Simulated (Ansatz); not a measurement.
Geometry optimisation, RKS B3LYP-D4/6-31G* in Ansatz.

Input:

```yaml
crystal:
  periodic: [false, false, false]
  atoms:
    - { symbol: B, position_ang: [0.0, 0.0, 0.0] }
    - { symbol: O, position_ang: [0.0, 0.0, 1.41] }
    - { symbol: H, position_ang: [-0.9095, -0.2814, 1.7471] }
    - { symbol: F, position_ang: [1.1431, 0.0, -0.66] }
    - { symbol: H, position_ang: [-1.0305, 0.0, -0.595] }
basis:
  gaussian: { orbitals: "6-31G*" }
hamiltonian:
  xc: b3lyp
  dispersion: d4
relax:
  f_tol: 0.02
  max_steps: 40
output:
  orbitals: {}
```

Launched with:

```bash
$ ansatz run input.yaml --threads 1 --pin off --max-ram 2048MiB --backend cpu --events-out ev --progress --plain --runs-dir out
```

Problem. Where does it end, and by what steps?

Solution. The run converged. After 5 steps the energy has fallen by 0.152 eV; O2 moved furthest, 0.12 Å.

```
step  energy less start (eV)  largest force component (eV/Å)  accepted
   0                  0.0000                           2.008       yes
   1                 -0.0960                           1.590       yes
   2                 -0.1427                           0.645       yes
   3                 -0.1474                           0.362       yes
   4                 -0.1525                           0.025       yes
   5                 -0.1525                           0.003       yes
```

```xyz
5
Properties=species:S:1:pos:R:3
B -0.023 -0.028 0.019
O 0.007 -0.112 1.369
H -0.880 -0.172 1.748
F 1.138 0.060 -0.617
H -1.038 -0.029 -0.616
```

Time of the run: 7.7 s on 1 thread of Arm Neoverse V1 (shared host), peak memory 0.12 GiB.
